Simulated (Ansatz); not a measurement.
Reaction (formal hydrolysis of a C–F bond): `CCC(C)F` + H₂O → `CCC(C)O` + H–F

Program: Ansatz. Geometries: PBE0-D4/def2-TZVP. ΔE: electronic, gas phase. CCSD(T)/CBS adds triple-zeta CCSD(T) − MP2 to the extrapolated MP2 energy (def2 sets, frozen cores). This one scheme is used for every species. DFT in def2-TZVPP. One conformer a species, not always the lowest.

```csv
level,ΔE (kJ/mol)
PBE,15.5
revPBE,18.0
r2SCANh,16.0
SCS-MP2/def2-TZVPP,8.7
```

(1) What does CCSD(T)/CBS give? (Best estimate.)

Largest T1 diagnostic among the species: 0.010.

Results:

(1) The calculation gave: +9.2 kJ/mol. The listed levels differ from it by 6.3, 8.8, 6.8, -0.5 kJ/mol.

The D4 term adds −4.3 kJ/mol with B3LYP and −2.3 kJ/mol with PBE0; it sums over pairs of atoms, weighted by their polarisabilities, and B3LYP, whose exchange is more repulsive, gets the larger term. In def2-TZVPP, CCSD(T) changes the Hartree–Fock value by −14.2 kJ/mol (the triples alone add −1.7 kJ/mol) and MP2 by −18.5 kJ/mol.

B3LYP here is the variant with VWN-RPA as its local correlation; programs differ in this.
